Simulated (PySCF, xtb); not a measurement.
H2S, SMILES S (connectivity only; charge and spin as stated), charge +1, multiplicity 2.

Harmonic wavenumbers (cm⁻¹) from GFN2-xTB in xtb at its own minimum, in rising order: 1057, 2241, 2242.

### Question
What does PySCF 2.14.0 with PBE-D3(BJ)/def2-TZVPD give at its own minimum? (An estimate is asked for; the answer gives what the named calculation found.)

### Answer
1141, 2495, 2498. Paired by order, the mean absolute difference is 198 cm⁻¹ and the zero-point energies are 7.9 and 8.8 kcal/mol.
